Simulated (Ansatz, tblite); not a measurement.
**The cluster Mg2Cl2+: rung by rung**

One table from this session's results is given with a row withheld; the runs are named, their logs left out.

Computed with Ansatz 0.2.0, Gaussian basis. Level: as each input shows.

The runs, in order: GFN1-xTB, GFN2-xTB, PBE-D4/def2-TZVP, r2SCAN-D4/def2-TZVP, HSE06-D4/def2-TZVP, LC-ωPBE/def2-TZVP, B3LYP-D4/def2-TZVP, CAM-B3LYP-D4/def2-TZVP, revPBE-D4/def2-TZVP, PBE-D4/def2-SVP, PBE0-D4/def2-SVP, HF/STO-3G, CCSD(T)/def2-TZVPP, MP2/def2-TZVP, RPA/def2-TZVP.

## The relaxed structure

The geometry is that of the doublet, from an earlier relaxation (PBE0-D4/def2-TZVP). At that level it is the lowest of the isomers that a small search found.

4 atoms, charge 1, spin multiplicity 2.

Bond lengths: Mg1–Cl3 2.342 Å, Mg1–Cl4 2.342 Å, Mg2–Cl3 2.342 Å, Mg2–Cl4 2.342 Å. Angles: Cl3–Mg1–Cl4 92.7°, Cl3–Mg2–Cl4 92.7°, Mg1–Cl3–Mg2 87.3°, Mg1–Cl4–Mg2 87.3°.

The ion is computed in the gas phase, without counter-ions or solvent.

PBE0-D4/def2-TZVP was run before; its log isn't repeated, and its numbers join the tables.

The first run:

Tight binding, by tblite at 300 K electronic temperature and without a spin-polarisation term:

```python
tblite.interface.Calculator('GFN1-xTB', numbers, positions, charge=1, uhf=1).singlepoint()
```

Tight binding, by tblite at 300 K electronic temperature and without a spin-polarisation term:

```python
tblite.interface.Calculator('GFN2-xTB', numbers, positions, charge=1, uhf=1).singlepoint()
```

start.molden holds the orbitals of an earlier run on this state, given as this run's starting guess.

The input, in.yaml:

```yaml
crystal:
  periodic: [false, false, false]
  atoms:
    - {symbol: Mg, position_ang: [0.738072, -0.134295, 1.431447]}
    - {symbol: Mg, position_ang: [-0.738041, 0.134112, -1.431344]}
    - {symbol: Cl, position_ang: [1.472644, -0.292698, -0.786880]}
    - {symbol: Cl, position_ang: [-1.472675, 0.292881, 0.786767]}
basis:
  gaussian: {orbitals: def2-TZVP, initial_orbitals: start.molden}
total_charge: 1
magnetization: {spin_polarized: true, initial_magnetization: 1}
hamiltonian: {xc: pbe, dispersion: d4}
scf: {omitted_lower_state_checks: [starts]}
output: {forces: true, orbitals: {seedname: orbitals}}
```

Launch:

```sh
> ansatz run in.yaml --threads 4 --pin off --events-out ev --progress --plain --max-ram 3916MiB
```

Steps of the session up to this table: PBE-D4/def2-TZVP; r2SCAN-D4/def2-TZVP; HSE06-D4/def2-TZVP; LC-ωPBE/def2-TZVP; B3LYP-D4/def2-TZVP; CAM-B3LYP-D4/def2-TZVP; revPBE-D4/def2-TZVP; PBE-D4/def2-SVP; PBE0-D4/def2-SVP; HF/STO-3G; CCSD(T)/def2-TZVPP; MP2/def2-TZVP; RPA/def2-TZVP.

One of the session's tables, all rows but one given; the rest of the session is left out.

It belongs to the step «Levels side by side». 

```
                 level  HOMO (eV)  LUMO (eV)  gap (eV)
             HF/STO-3G      -6.80      -1.60      5.20
       PBE-D4/def2-SVP      -9.06      -8.45      0.61
      PBE-D4/def2-TZVP      -8.99      -8.39      0.60
   revPBE-D4/def2-TZVP      -8.92      -8.34      0.58
   r2SCAN-D4/def2-TZVP      -9.04      -8.42      0.63
    B3LYP-D4/def2-TZVP      -9.36      -8.08      1.28
      PBE0-D4/def2-SVP      -9.48      -8.03      1.46
     PBE0-D4/def2-TZVP      -9.41      -7.96      1.45
    HSE06-D4/def2-TZVP      -9.08      -8.27      0.81
CAM-B3LYP-D4/def2-TZVP          ?          ?         ?
     LC-ωPBE/def2-TZVP     -10.69      -6.57      4.12
```

Estimate the missing values for CAM-B3LYP-D4/def2-TZVP.

The run gave: HOMO (eV): -10.11; LUMO (eV): -7.30; gap (eV): 2.81. In the column «HOMO (eV)» it lies between LC-ωPBE/def2-TZVP (-10.69) and PBE0-D4/def2-SVP (-9.48).
